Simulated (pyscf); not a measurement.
H₃C–In [singlet] + water (H₂O) → H₃C–InH–OH, an insertion (singlet surface; H–O broken, In–O, H–In formed). Single points on ωB97X-D3(BJ)/def2-SVP structures (PySCF, gas phase). MP2 and CC: frozen core, UHF for open shells. ΔMP2 is the change of the MP2 total energy from the triple- to the quadruple-zeta basis. Energies in kJ/mol from the separated reactants.

Small-basis levels: PySCF, no dispersion term, spherical d functions. 

Quick SVWN5/6-31G*+LANL2DZ single points give ΔE‡ = 73.3 kJ/mol and ΔE = -101.7 kJ/mol. What does CCSD(T)/def2-TZVPP + ΔMP2(QZVPP) give, and how far is the quick result from it?

CCSD(T)/def2-TZVPP + ΔMP2(QZVPP) gives ΔE‡ = 159.3 kJ/mol and ΔE = -32.1 kJ/mol. SVWN5/6-31G*+LANL2DZ lies 86.0 kJ/mol under it in the barrier and 69.6 kJ/mol under it in the reaction energy, so on this step it does not hold to within 12.6 kJ/mol. CCSD(T)/def2-TZVPP + ΔMP2(QZVPP) has limits of its own. On the reactant side the descent ends in a bound adduct (not fully relaxed), 36.0 kJ/mol under the separated species and 192.2 kJ/mol under the saddle at ωB97X-D3(BJ)/def2-TZVP. The same reactants have a lower exit, to HO–In [singlet] + CH₄ (barrier +20.7 kJ/mol at ωB97M-D3(BJ)/def2-TZVP, against +163.5 kJ/mol here). One saddle was located; it need not be the lowest between these sides. The CCSD(T) − MP2 part came from Ansatz, without density fitting, on the same reference. The frozen core leaves the outer d or s,p core shells of the metals and heavy elements correlated in the MP2 and CC values, and def2-TZVPP describes them poorly, which can shift differences by a few kcal/mol. In the def2 sets elements past Kr carry core potentials, without spin-orbit coupling.
